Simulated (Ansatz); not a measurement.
Cost and result for the atomization energy of BH₂S₂ (`S[B]S`) radical (5 atoms, 4 bonds).

```xyz
5

S     1.073   -1.309    0.084
B    -0.597   -0.816   -0.086
S    -1.561    0.642   -0.155
H     1.675   -0.098    0.181
H    -0.590    1.581   -0.024
```

Charge 0, multiplicity 2. The structure was optimised at the PBE0-D4/def2-TZVP level. It is one conformer, not always the lowest. Program: Ansatz. Hardware: A = 2 threads of an AMD EPYC 7R13 on a shared host; B = 2 threads of an AMD EPYC 7R13 on a shared host and a share of an NVIDIA H100 80 GB. Times are those of one run each, without the atoms' runs, and a repeat can differ threefold. Electronic energies, without spin–orbit coupling; frozen cores. CCSD(T)/CBS extrapolates def2-TZVPP and def2-QZVPP, and its time is that of the two runs behind it. T1 = 0.017; ⟨S²⟩ of the reference is 0.76. B3LYP takes the VWN-RPA correlation (the form of Gaussian; ORCA's B3LYP/G).

CCSD(T)/CBS is a level of theory with its own doubt, some kJ/mol a heavy atom from the limit and from the frozen cores, so smaller differences don't rank the functionals.

| level | functions | wall time |
| --- | --- | --- |
| LDA (SPW92)/def2-TZVPP [A] | 143 | 1 s |
| BLYP-D4/def2-TZVPP [A] | 143 | 1.4 s |
| CCSD(T)/def2-SVP [A] | 60 | 1.4 s |
| PBE0-D4/def2-TZVPP [A] | 143 | 2.1 s |
| CAM-B3LYP-D4/def2-TZVPP [A] | 143 | 2.2 s |
| B3LYP-D4/def2-TZVPP (with forces) [A] | 143 | 2.5 s |
| B2PLYP/def2-TZVPP [A] | 143 | 3 s |
| r2SCAN-D4/def2-TZVPP (with forces) [A] | 143 | 3.7 s |
| ωB97X-V/def2-TZVPP [A] | 143 | 4.9 s |
| ωB97M-V/def2-TZVPP (with forces) [A] | 143 | 6.5 s |
| CCSD(T)/def2-TZVPP [B] | 143 | 42 s |
| CCSD(T)/def2-QZVPP [B] | 257 | 71 s |
| CCSD(T)/CBS(def2) | – | 110 s |

**Question.** What atomization energy does each give, and how far from CCSD(T)/CBS? (Best estimate.)

**Answer.** The calculation gave: 
```tsv
level	atomization (kJ/mol)	difference from CCSD(T)/CBS	per bond
LDA (SPW92)/def2-TZVPP [A]	1751.4	276.7	69.2
BLYP-D4/def2-TZVPP [A]	1490.5	15.8	4.0
CCSD(T)/def2-SVP [A]	1375.8	-98.9	-24.7
PBE0-D4/def2-TZVPP [A]	1515.4	40.7	10.2
CAM-B3LYP-D4/def2-TZVPP [A]	1482.1	7.4	1.8
B3LYP-D4/def2-TZVPP (with forces) [A]	1489.0	14.3	3.6
B2PLYP/def2-TZVPP [A]	1463.9	-10.8	-2.7
r2SCAN-D4/def2-TZVPP (with forces) [A]	1534.9	60.2	15.1
ωB97X-V/def2-TZVPP [A]	1495.3	20.6	5.1
ωB97M-V/def2-TZVPP (with forces) [A]	1499.5	24.8	6.2
CCSD(T)/def2-TZVPP [B]	1426.4	-48.3	-12.1
CCSD(T)/def2-QZVPP [B]	1454.3	-20.4	-5.1
CCSD(T)/CBS(def2)	1474.7	0.0	0.0
```

The D4 term adds +18.5 kJ/mol with B3LYP and +9.5 kJ/mol with PBE0; it sums over pairs of atoms, weighted by their polarisabilities, and B3LYP, whose exchange is more repulsive, gets the larger term. At CCSD(T), def2-SVP lies −98.9 kJ/mol from the extrapolated value and def2-TZVPP −48.3 kJ/mol: correlation converges slowly with the basis, and small sets miss more of it in the bonded molecule than in its fragments. From r2SCAN to r2SCAN0 (25 % exact exchange), in def2-TZVPP and without D4, the atomization energy moves by −33.8 kJ/mol: exact exchange takes away binding that semilocal exchange gives to molecules.
